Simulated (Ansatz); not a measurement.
hcp Ti

Computed with r²SCAN (Ansatz, a quantum-chemistry and plane-wave program, plane waves, PAW).

Numerical settings: plane-wave cutoff 500 eV, 4×4×3 k mesh (along the axes of the cell as run), Fermi–Dirac smearing 0.1 eV, cell of 96 sites, scalar-relativistic PAW data made under PBE.

Cell: relaxed at this level.

| Item | Result |
|---|---|
| vacancy formation energy | 2.35 eV |
| vacancy formation energy before relaxation | 2.46 eV |

Measured, for comparison: vacancy formation energy 1.27 ± 0.05 eV (not corrected to a static lattice, monovacancy; as tabulated in Hashimoto et al. (1984), doi:10.1088/0305-4608/14/10/004). Computed (rounded) less measured: vacancy formation energy +1.08 eV.

Note: energies are extrapolated to zero smearing, and mesh and cell size move such values by some hundredths of an eV or more.

Computed values are for the static lattice.
